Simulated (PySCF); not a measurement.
Compound: C6H7 (charge +1).
Atom-mapped SMILES: `[CH:1]1=[CH:2][CH+:3][CH2:4][CH:5]=[CH:6]1` (hydrogens: H7 on C1; H8 on C2; H9 on C3; H10, H11 on C4; H12 on C5; H13 on C6)
Bond orders are those of one Lewis drawing.

Method: PySCF 2.14.0, PBE0-D3(BJ)/def2-SVP geometry optimisation, gas phase; density fitting, grid level 1; the optimiser is geomeTRIC in internal coordinates, started from a GFN2-xTB structure.

Step 0: E = -6315.9834 eV
```
atom  x, y, z in Å  |  force x, y, z in eV/Å
C1      1.4271    0.4403   -0.2616   -0.381  -0.131   0.067
C2      1.1417   -0.9251   -0.1488   -0.060  -0.261   0.029
C3     -0.1414   -1.3388    0.0881    0.003   0.235  -0.008
C4     -1.2272   -0.3773    0.2294    0.473   0.136  -0.136
C5     -0.8708    1.0278    0.0793    0.134  -0.192  -0.009
C6      0.4225    1.4086   -0.1577   -0.194   0.166   0.026
H7      2.4478    0.7534   -0.4345    0.453   0.143  -0.096
H8      1.9388   -1.6462   -0.2498    0.334  -0.323  -0.031
H9     -0.3741   -2.3909    0.1768   -0.077  -0.479   0.050
H10    -2.0571   -0.6370   -0.4509   -0.255  -0.073  -0.212
H11    -1.7367   -0.5320    1.1978   -0.160  -0.042   0.302
H12    -1.6558    1.7659    0.1616   -0.350   0.367   0.049
H13     0.6765    2.4524   -0.2653    0.082   0.455  -0.032
```

**Question.** Estimate the geometry and energy of step 1. (The exact step hangs on the optimiser's Hessian estimate; all steps are aligned on step 0, rigid shifts and turns removed.)

**Answer.** E = -6315.9877 eV, largest force 0.937 eV/Å
```
atom  x, y, z in Å  |  force x, y, z in eV/Å
C1      1.3867    0.4266   -0.2582    0.885   0.266  -0.158
C2      1.1599   -0.9611   -0.1485   -0.539   0.354   0.070
C3     -0.1324   -1.3537    0.0884   -0.015  -0.197   0.012
C4     -1.2100   -0.3715    0.2221    0.008   0.001  -0.009
C5     -0.8745    1.0463    0.0798   -0.090   0.121   0.006
C6      0.4158    1.4447   -0.1573   -0.238  -0.544   0.068
H7      2.4191    0.7449   -0.4395    0.043   0.018  -0.018
H8      1.9756   -1.6816   -0.2481   -0.017   0.097   0.003
H9     -0.3805   -2.4160    0.1854   -0.055   0.026   0.014
H10    -2.0479   -0.6333   -0.4647    0.006   0.000   0.002
H11    -1.7279   -0.5284    1.1980   -0.005  -0.003  -0.003
H12    -1.6777    1.7854    0.1705   -0.025  -0.053   0.012
H13     0.6851    2.4986   -0.2634    0.042  -0.087   0.002
```

The energy changes by -0.0043 eV. The first-order estimate −F·Δx gives -0.0940 eV and the mean of the old and new forces, exact on a quadratic surface, -0.0047 eV. The step makes an angle of 56° with the force vector and moves no atom by more than 0.051 Å.

What follows is the cost of the whole optimisation. On one thread of an x86-64 server, shared host, this took 20 s wall.
